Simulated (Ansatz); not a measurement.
The input, for Ansatz 0.2.0:

```yaml
crystal:
  periodic: [false, false, false]
  atoms:
    - {symbol: Si, position_ang: [0.000000, -0.130861, 1.559201]}
    - {symbol: As, position_ang: [0.000000, 0.053275, -0.605120]}
    - {symbol: H, position_ang: [0.000000, 1.141309, 2.359007]}
    - {symbol: H, position_ang: [0.000000, -1.454938, -0.825589]}
basis:
  gaussian: {orbitals: cc-pVDZ}
total_charge: 1
magnetization: {spin_polarized: false, initial_magnetization: 2}
correlation: {method: ccsdt, electrons: outside_noble_gas}
output: {forces: true}
```

```sh
$ ansatz run in.yaml --threads 1 --pin off --events-out ev --progress --plain --max-ram 2393MiB
```

Output:

```
1086 factors; integrals over basis functions are off by at most 2.1e-7 eV
mean field evaluation 1: about -68678.7726 eV, gradient 8.9e0 eV
mean field evaluation 2: about -68678.7995 eV, gradient 8.9e0 eV
mean field evaluation 4: about -68679.4072 eV, gradient 1.8e0 eV
mean field evaluation 8: about -68679.4484 eV, gradient 2.0e-1 eV
mean field evaluation 16: about -68678.7726 eV, gradient 8.8e0 eV
mean field evaluation 32: about -68677.4436 eV, gradient 1.4e-1 eV
mean field evaluation 64: about -68675.3412 eV, gradient 2.5e-2 eV
mean field evaluation 96: about -68677.0505 eV, gradient 8.1e-3 eV
mean field -68679.45003583 eV, -2523.9232362134 hartree, gradient 2.9e-6 eV, S^2 2.000000; 2 other end points of the search recorded, 0 dependent functions left out
determinant -68679.45003583 eV, -2523.9232362134 hartree, with singles and doubles -68684.57661993 eV, -2524.1116347041 hartree
determinant -68677.44377367 eV, -2523.8495074390 hartree, with singles and doubles -68682.74815548 eV, -2524.0444398752 hartree
determinant -68677.05050193 eV, -2523.8350549691 hartree, with singles and doubles -68682.50615025 eV, -2524.0355463468 hartree
19 core orbitals not correlated: weight in the atoms' cores, before any rotation towards them, 1.000 or more for the frozen orbitals, at most 0.000 for the correlated occupied ones
reference -68679.45003583 eV, -2523.9232362134 hartree; 6, 4 occupied and 30, 32 virtual orbitals, 1086 factors
second order -4.10540064 eV of doubles, -0.06141240 eV of singles
cycle   1  -4.81622965 eV  change   -6.5e-1 eV  update   8.7e-2
cycle   2  -5.20020780 eV  change   -3.8e-1 eV  update   4.2e-2
cycle   3  -5.33818809 eV  change   -1.4e-1 eV  update   2.7e-2
cycle   4  -5.33433367 eV  change    3.9e-3 eV  update   1.3e-2
cycle   5  -5.34425256 eV  change   -9.9e-3 eV  update   6.9e-3
cycle   6  -5.34564121 eV  change   -1.4e-3 eV  update   3.4e-3
cycle   7  -5.34457561 eV  change    1.1e-3 eV  update   1.6e-3
cycle   8  -5.34633345 eV  change   -1.8e-3 eV  update   8.8e-4
cycle   9  -5.34654435 eV  change   -2.1e-4 eV  update   3.7e-4
cycle  10  -5.34608268 eV  change    4.6e-4 eV  update   1.7e-4
cycle  11  -5.34618241 eV  change   -1.0e-4 eV  update   7.6e-5
cycle  12  -5.34624853 eV  change   -6.6e-5 eV  update   3.3e-5
cycle  13  -5.34627872 eV  change   -3.0e-5 eV  update   1.5e-5
cycle  14  -5.34628149 eV  change   -2.8e-6 eV  update   6.8e-6
cycle  15  -5.34627335 eV  change    8.1e-6 eV  update   3.3e-6
cycle  16  -5.34627201 eV  change    1.3e-6 eV  update   1.6e-6
cycle  17  -5.34627238 eV  change   -3.7e-7 eV  update   8.2e-7
the calculation of the forces begins
Total energy: -68684.79630821 eV, -2524.1197080996 hartree
Atom 0 at     0.000000    -0.130861     1.559201 Å, force    -0.000000    -0.245592     3.152467 eV/Å
Atom 1 at     0.000000     0.053275    -0.605120 Å, force     0.000000     0.360680    -3.015569 eV/Å
Atom 2 at     0.000000     1.141309     2.359007 Å, force     0.000000    -0.008825    -0.061729 eV/Å
Atom 3 at     0.000000    -1.454938    -0.825589 Å, force     0.000000    -0.106262    -0.075170 eV/Å
Dipole moment:     0.000000    -0.114936     0.553935 e Å
```

Forces (eV/Å):
```
Si   0.000 -0.246  3.152
As   0.000  0.361 -3.016
H    0.000 -0.009 -0.062
H    0.000 -0.106 -0.075
```

Ran on 1 thread of Arm Neoverse V1, shared host: 91 s wall, 0.88 GiB peak host memory.
